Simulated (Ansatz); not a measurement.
System: solid bromine. Method: rVV10 in Ansatz (plane waves, PAW).

Numerical settings: plane-wave cutoff 520 eV, 10×10×4 k mesh (along the axes of the cell as run), Fermi–Dirac smearing 0.01 eV, scalar-relativistic PAW data made under PBE.

Energies at three volumes about the minimum:

```json
[
 {"V (Å³/atom)": "30.193", "E − E_lowest (meV/atom)": "0.63"},
 {"V (Å³/atom)": "30.809", "E − E_lowest (meV/atom)": "0.00"},
 {"V (Å³/atom)": "31.425", "E − E_lowest (meV/atom)": "0.56"}
]
```

Question: Fit a parabola by hand: where is the minimum, and what is the bulk modulus?

Answer: Slopes: (0.00 − 0.63)/(30.809 − 30.193) = -1.023 and (0.56 − 0.00)/(31.425 − 30.809) = 0.909 meV/Å³. Curvature E″ = 2 × (0.909 − (-1.023))/(31.425 − 30.193) = 3.136 meV/Å⁶. From the middle of the first interval, the slope vanishes at V0 = 30.5010 − (-1.023)/3.136 = 30.827 Å³/atom. B = V0 E″ = 30.827 × 3.136 meV/Å³ × 0.1602 GPa per meV/Å³ = 15.5 GPa. The full Birch–Murnaghan fit to all volumes gives V0 = 30.811 Å³/atom and B0 = 15.5 GPa.

Shape and atoms are relaxed at each volume.

Note: the bulk modulus comes from volumes at which shape and atoms were relaxed.

Ansatz is an electronic-structure program.
